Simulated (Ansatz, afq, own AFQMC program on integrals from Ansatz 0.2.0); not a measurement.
# Where AFQMC and coupled cluster stand for SiH4, triplet

| atom | x (Å) | y (Å) | z (Å) |
| --- | --- | --- | --- |
| Si | -0.0001 | 0.0063 | 0.0063 |
| H | -0.0095 | 0.8897 | 0.8835 |
| H | -0.0166 | -1.0713 | 1.0913 |
| H | 0.0164 | 1.0840 | -1.0787 |
| H | 0.0115 | -1.0788 | -1.0713 |

Basis 6-31G. Noble-gas cores (and the filled d shells of Ga–Kr and In–Xe) are frozen. Ansatz 0.2.0 and our own AFQMC program on the same integrals; the CISD trial comes from CCSD amplitudes, and released means the phaseless constraint is let go. Free AFQMC starts from the CCSD state and is never constrained. Its projection time is finite, and what remains of the start isn't in its error. Error bars are statistical, one sigma.

Determinant: UHF, the one that the program's search chose, which needn't be the lowest solution. The geometry is a point of a scan.

Full CI on the same integrals is exact in this basis and with this determinant's frozen core.

Cautions: lower spins were not checked; the released energies have errors that jump between times, so the bars are unsure, so no released level is given (meV from the phaseless value at times in 1/Eh: -53 ± 48 at 0.24, -1.3 ± 0.6 at 0.51, -2.3 ± 0.4 at 0.99, -3.0 ± 0.5 at 1.62, -2.7 ± 0.7 at 2.40), though the last usable value meets full CI within the noise.

```
T1 diagnostic                               : 0.0129
weight of the determinant in the CISD state : 0.929
⟨S²⟩ of the determinant                     : 2.027
size of the correlated space                : 8 electrons in 16 orbitals
```

| level | correlation energy (eV) |
| --- | --- |
| MP2 | -1.5244 |
| CCSD | -2.2634 |
| CCSD(T) | -2.2941 |

Question: Estimate where phaseless AFQMC with the Hartree–Fock trial lies against CCSD(T) on the same integrals.

Answer: 3.6 ± 1.3 kJ/mol above CCSD(T).

Reference: full CI, correlation energy -2.307 eV.

| level | E − E(reference) (kJ/mol) | share of correlation (%) |
| --- | --- | --- |
| CCSD(T) | 1.2 | 99.44 |
| CCSDT | 0.0 | 100.02 |
| CCSDT(Q) | 0.0 | 100.02 |
| CCSDTQ | 0.0 | 100.00 |
| ph-AFQMC/HF | 4.9 ± 1.3 | 97.81 |
| ph-AFQMC/CISD | 0.3 ± 0.1 | 99.84 |
| free AFQMC | 0.1 ± 0.07 | 99.97 |

CCSDT and higher add their correlation energy to the determinant of the CCSD(T) run, since their own runs factorise the integrals more tightly (a shift of under 2 meV). Free projections are given only where their last times agree within the noise and don't stop above the reference; a slow remainder of the start can still hide under it. A walk keeps the symmetry of its determinant, which the program's search chose and which needn't be the lowest solution, so a lower state of the same spin and another symmetry isn't excluded.
